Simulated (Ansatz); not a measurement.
**CHNP (doublet): geometry optimisation**

Aim: relax a generated start of CHNP (doublet) and see which bonds hold.

The runs use Ansatz 0.2.0, Gaussian basis; UKS PBE0/def2-TZVP.

### 1 Starting geometry

4 atoms, charge 0, spin multiplicity 2.

Atoms are counted from 1 here; the program's logs count them from 0.

Bond lengths: C1–N2 1.211 Å, C1–H4 1.065 Å, N2–P3 1.548 Å. Angles: N2–C1–H4 132.9°, C1–N2–P3 166.3°.

Coordinates:

```xyz
4
charge 0, multiplicity 2
C    -0.7846   -0.1888   -0.0018
N     0.4194   -0.0590   -0.0029
P     1.9543   -0.2614   -0.0013
H    -1.5891    0.5092    0.0060
```

The start was built by rule and, where that kept it together, relaxed with GFN2-xTB. Sticks and bond lists go by distance. 

### 2 Relaxation

in.yaml reads:

```yaml
crystal:
  periodic: [false, false, false]
  atoms:
    - {symbol: C, position_ang: [-0.784605, -0.188774, -0.001813]}
    - {symbol: N, position_ang: [0.419394, -0.058983, -0.002862]}
    - {symbol: P, position_ang: [1.954320, -0.261447, -0.001294]}
    - {symbol: H, position_ang: [-1.589109, 0.509204, 0.005969]}
basis:
  gaussian: {orbitals: def2-TZVP}
magnetization: {spin_polarized: true, initial_magnetization: 1}
hamiltonian: {xc: pbe0}
relax: {f_tol: 0.004, max_steps: 80}
```

Started as:

```
> ansatz run in.yaml --threads 1 --pin off --events-out ev --progress --plain --max-ram 2176MiB
```

**Question.** What will these runs give? Wanted: energy gained; shift from the start; total energy; dipole moment; ⟨S²⟩.

The runs gave:

| quantity | value |
| --- | --- |
| steps | 8 |
| energy gained | 0.092 eV |
| shift from the start (rms) | 0.074 Å |
| total energy | -11823.6246 eV |
| dipole moment | 1.30 D |
| ⟨S²⟩ | 0.782 |

In words: The bonds of the start are those of the end. N2–P3 went from 1.548 to 1.591 Å. No vibrations were run, so this is a stationary point, not a proven minimum, and this spin need not be the ground state's.
